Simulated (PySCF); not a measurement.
Gas-phase reaction: 2 B2O3 → 2 B2O2 + O2

Computed with PySCF (xtb for GFN2) and rigid-rotor harmonic-oscillator thermochemistry at 1 bar. 'Table' is the NASA 1993 thermochemical table (part measured, part estimated). † marks an energy on the PBE0/def2-TZVP geometry and frequencies; other levels use their own. Open shells (unrestricted): O2 (multiplicity 3); the rest are closed-shell singlets. GFN2 has no spin-polarisation term. B3LYP is the form with VWN-RPA correlation. The harmonic model lacks anharmonicity and excited electronic states, which grow with temperature; levels with a mode under 35 cm⁻¹ are left out. Soft modes under 120 cm⁻¹ make the harmonic entropy rough for B2O3. The table's entry may be an old estimate for B2O3, B2O2 (not checked at source). Warning, point group unlike the PBE0 one: B2O3 (GFN2-xTB).

| level | ΔH°(298 K), kJ | minus table | ΔG°(1000 K), kJ |
|---|---|---|---|
| table | 759.9 | - | 634.5 |
| B3LYP/def2-TZVP† | 730.6 | -29.3 | 597.2 |
| GFN2-xTB | 1110.2 | 350.3 | 978.0 |
| HF/def2-TZVP† | 741.9 | -18.0 | 608.4 |
| M06-2X/def2-TZVP† | 802.6 | 42.7 | 669.1 |
| PBE0/def2-SVP† | 741.4 | -18.5 | 608.0 |
| r2SCAN/def2-TZVP† | 724.8 | -35.1 | 591.4 |
